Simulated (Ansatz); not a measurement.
`[SiH3]SS` and `[AlH2][S][SiH3]` differ in one atom or group.

Ansatz, PBE0-D4/def2-TZVP geometries, multiplicity 1. Each molecule was computed in one conformer, which needn't be the lowest.

```json
{"property": "LUMO energy (B3LYP/def2-TZVPP) / eV", "`[SiH3]SS`": "-1.42"}
{"property": "HOMO–LUMO gap (B3LYP/def2-TZVPP) / eV", "`[SiH3]SS`": "5.65"}
{"property": "HOMO energy (PBE0/def2-TZVPP) / eV", "`[SiH3]SS`": "-7.31"}
{"property": "HOMO energy (PBE/def2-TZVPP) / eV", "`[SiH3]SS`": "-6.12"}
{"property": "zero-point energy (PBE0-D4/def2-TZVP) / kJ/mol", "`[SiH3]SS`": "95.0"}
{"property": "vertical ionisation energy (CCSD(T)/CBS(def2)) / eV", "`[SiH3]SS`": "9.68"}
```

(1) What does the change do to each property? (Estimate.)

Answers

(1) The calculation gave: 
```tsv
property	`[AlH2][S][SiH3]`	shift
LUMO energy (B3LYP/def2-TZVPP) / eV	-1.77	-0.35
HOMO–LUMO gap (B3LYP/def2-TZVPP) / eV	5.76	0.11
HOMO energy (PBE0/def2-TZVPP) / eV	-7.78	-0.47
HOMO energy (PBE/def2-TZVPP) / eV	-6.64	-0.52
zero-point energy (PBE0-D4/def2-TZVP) / kJ/mol	107.0	12.0
vertical ionisation energy (CCSD(T)/CBS(def2)) / eV	10.04	0.36
```

With PBE0 the HOMO falls by 0.47 eV and the LUMO falls by 0.38 eV, so the gap widens by about 0.09 eV. PBE moves the HOMO by -0.52 eV and ωB97M-V by -0.48 eV. The zero-point energy changes by 12.0 kJ/mol with +3 modes.

B3LYP here is the variant with VWN-RPA as its local correlation; programs differ in this.
